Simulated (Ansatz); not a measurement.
**Molecular dynamics of CH4BS**

Input:

```yaml
crystal:
  periodic: [false, false, false]
  atoms:
    - { symbol: C, position_ang: [-0.78313, 0.415715, -0.120735] }
    - { symbol: B, position_ang: [0.476421, -0.468365, 0.205267] }
    - { symbol: S, position_ang: [2.183575, -0.415767, -0.163462] }
    - { symbol: H, position_ang: [-1.500897, -0.149139, -0.750564] }
    - { symbol: H, position_ang: [-0.546915, 1.357927, -0.656788] }
    - { symbol: H, position_ang: [-1.335928, 0.687096, 0.801079] }
    - { symbol: H, position_ang: [1.568073, -1.495467, 0.639403] }
magnetization:
  spin_polarized: true
  initial_magnetization: 1
basis:
  gaussian: { orbitals: STO-3G }
hamiltonian:
  xc: pbe
  dispersion: d4
md:
  timestep: 0.5
  n_steps: 200
  ensemble: nve
  temperature: 300.0
  initial_velocities: maxwell_boltzmann
  seed: 10028
```

Command:

```bash
$ ansatz run input.yaml --threads 1 --pin off --max-ram 2048MiB --backend cpu --events-out ev --progress --plain --runs-dir out
```

It starts at the highest image of a converged band, a first-order saddle point between two minima.

Output, in part (step lines, the closing report, with atoms numbered from 0):

```
md step     0: t =     0.00 fs  T =   300.0 K  F+E_penalty+E_count = -12462.15388686 eV  E_kin = 0.193890 eV  conserved = -12461.95999686 eV  (24 SCF iters)
[... lines left out ...]
Total energy: -12463.60457536 eV, -458.0290200098 hartree
Atom 0 at    -0.860087     0.437987    -0.195765 Å, force     0.796364    -2.603062     0.029183 eV/Å
Atom 1 at     0.559714    -0.542905     0.233479 Å, force    -2.530376     0.742273    -0.513138 eV/Å
Atom 2 at     2.256725    -0.385974    -0.144904 Å, force    -2.225242    -0.255785     0.585099 eV/Å
Atom 3 at    -1.471658    -0.404675    -0.601336 Å, force     0.188514     0.257042    -0.669544 eV/Å
Atom 4 at    -1.015194     1.290752    -0.905323 Å, force     0.848827    -0.044785     0.752478 eV/Å
Atom 5 at    -1.402860     0.506810     0.763480 Å, force     0.226466     1.177937     0.263206 eV/Å
Atom 6 at    -0.228784    -1.406053     0.777527 Å, force     2.695448     0.726378    -0.447284 eV/Å
Dipole moment:     0.066460    -0.011019    -0.017550 e Å
```

The steps, from the saved trajectory:

| time (fs) | T (K) | potential energy less start (eV) | conserved less start (meV/atom) |
| --- | --- | --- | --- |
| 0 | 300 | 0.000 | 0.00 |
| 3 | 239 | 0.040 | 0.11 |
| 6 | 463 | -0.104 | 0.24 |
| 9 | 1914 | -1.042 | 0.11 |
| 12 | 3975 | -2.379 | -0.61 |
| 15 | 3642 | -2.163 | -0.41 |
| 18 | 2019 | -1.111 | 0.01 |
| 21 | 1295 | -0.643 | 0.07 |
| 24 | 1622 | -0.855 | -0.09 |
| 27 | 3271 | -1.930 | -1.35 |
| 30 | 2445 | -1.386 | 0.00 |
| 33 | 2213 | -1.235 | 0.11 |
| 36 | 3259 | -1.921 | -1.26 |
| 39 | 1307 | -0.643 | 1.08 |
| 42 | 1734 | -0.930 | -0.48 |
| 45 | 1002 | -0.452 | 0.23 |
| 48 | 2429 | -1.376 | -0.04 |
| 51 | 3571 | -2.122 | -1.11 |
| 54 | 3225 | -1.901 | -1.45 |
| 57 | 1118 | -0.527 | 0.27 |
| 60 | 814 | -0.330 | 0.27 |
| 63 | 2346 | -1.332 | -1.37 |
| 66 | 3291 | -1.943 | -1.38 |
| 69 | 3061 | -1.786 | -0.15 |
| 72 | 2328 | -1.311 | 0.02 |
| 75 | 2443 | -1.393 | -1.08 |
| 78 | 865 | -0.358 | 1.09 |
| 81 | 2614 | -1.501 | -0.69 |
| 84 | 2388 | -1.349 | 0.00 |
| 87 | 3224 | -1.891 | -0.17 |
| 90 | 3311 | -1.951 | -0.65 |
| 93 | 1998 | -1.102 | -0.73 |
| 96 | 601 | -0.192 | 0.35 |
| 99 | 1782 | -0.958 | -0.07 |

The run went to its last step. The conserved energy stayed within 1.8 meV per atom of its start (net change -0.47 meV per atom), so the integration is sound. The kinetic energy rose, since the run started high on the potential surface and went downhill. A run of 0.1 ps of so small a system gives no equilibrium averages. Limits of this set-up: minimal basis.

Between its relaxed ends the band would form B2–H7 and break S3–H7. These pairs go: B2–H7 1.56 → 1.29 Å, S3–H7 1.48 → 2.84 Å. In the last frame they stand as after the step (other bonds may differ from the relaxed reactants and products). These pairs come and go: their bonding changes 14 times, last at 87 of 100 fs, so the outcome isn't settled. It ends as one piece, CH4BS. Pairs count as bonded within 1.25 times the sum of covalent radii (0.12 Å more for H–H).

Last frame:

```xyz
7
Properties=species:S:1:pos:R:3
C -0.860 0.438 -0.196
B 0.560 -0.543 0.234
S 2.257 -0.386 -0.145
H -1.472 -0.405 -0.601
H -1.015 1.291 -0.905
H -1.403 0.507 0.763
H -0.229 -1.406 0.777
```

Run time: 4.4 min on 1 thread of Intel(R) Xeon(R) Processor @ 2.70GHz, on a shared host, peak memory 0.1 GiB.
